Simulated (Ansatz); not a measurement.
System: SiH$_{4}$, charge 0, triplet. This triplet is an excited state, 4.7 eV above the singlet at CCSD(T)/cc-pV(5+d)Z (Ansatz, a quantum-chemistry and plane-wave program). SiH4 (parent SMILES [SiH4], triplet).
B3LYP-D3(BJ)/def2-TZVP minimum from Ansatz:
```
Si
H 1 1.5497
H 1 1.5497 2 85.01
H 1 1.5497 2 85.01 3 -147.14
H 1 1.5497 2 145.69 3 -73.57
```
Charge 0, spin multiplicity 3.

Total energies in aug-cc-pV(D+d)Z, 8 correlated electrons, 5 frozen orbitals. Radicals and triplets start from unrestricted determinants; spin-orbit coupling is neglected. Correlated methods leave the cores frozen. No relativity. The UHF reference of H4Si (parent SMILES [SiH4], triplet) is spin-contaminated (<S^2> up to 0.04 over the pure value in the sets run). The spin of H4Si (parent SMILES [SiH4], triplet) was assumed, and the state is the lowest solution found for it.

```tsv
method	program	energy (Eh)	minus CCSDT(Q) (mEh)
HF	Ansatz	-291.07945	159.06
MP2	Ansatz	-291.19848	40.03
CCSD	Ansatz	-291.23248	6.03
CCSD(T)	Ansatz	-291.23706	1.45
CCSDT(Q)	Ansatz	-291.23851	0.00
```

Rough core times of Ansatz's runs on a shared machine: CCSD(T) under 20 s, CCSDT(Q) 90 s.
